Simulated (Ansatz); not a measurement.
# CHBSi: the cost of one run

Computed with Ansatz 0.2.0, Gaussian basis. Level: def2-TZVPP, core rule «outside noble gas», up to 7 orbitals frozen.

The runs, in order: UHF; ROHF; CCSD(T) on UHF.

2 further runs of the same task are left out: 2 set aside as unsound or not needed.

**1. What is computed**

The geometry is a PBE0/def2-TZVP stationary point (not a proven minimum) of the parent state, kept for this charge and spin.

4 atoms, charge 0, spin multiplicity 5.

Atoms are counted from 1 here; the program's logs count them from 0.

Bond lengths: C1–B2 1.396 Å, B2–Si3 1.912 Å, Si3–H4 1.520 Å. Angles: C1–B2–Si3 172.2°, B2–Si3–H4 92.7°.

**2. UHF**

The input, in.yaml:

```yaml
crystal:
  periodic: [false, false, false]
  atoms:
    - {symbol: C, position_ang: [0.000000, 0.013962, 2.143144]}
    - {symbol: B, position_ang: [0.000000, 0.080821, 0.748773]}
    - {symbol: Si, position_ang: [0.000000, -0.087981, -1.155894]}
    - {symbol: H, position_ang: [0.000000, 1.418282, -1.360996]}
basis:
  gaussian: {orbitals: def2-TZVPP}
magnetization: {spin_polarized: true, initial_magnetization: 4}
hamiltonian: {xc: hf}
output: {orbitals: {seedname: orbitals}}
```

The run is started by

```bash
$ ansatz run in.yaml --threads 1 --pin off --events-out ev --progress --plain --max-ram 4096MiB --backend cpu
```

What time and memory should one allow on 1 thread of AMD EPYC 7R13, shared host?

About 14 s, with a peak of 0.25 GiB.
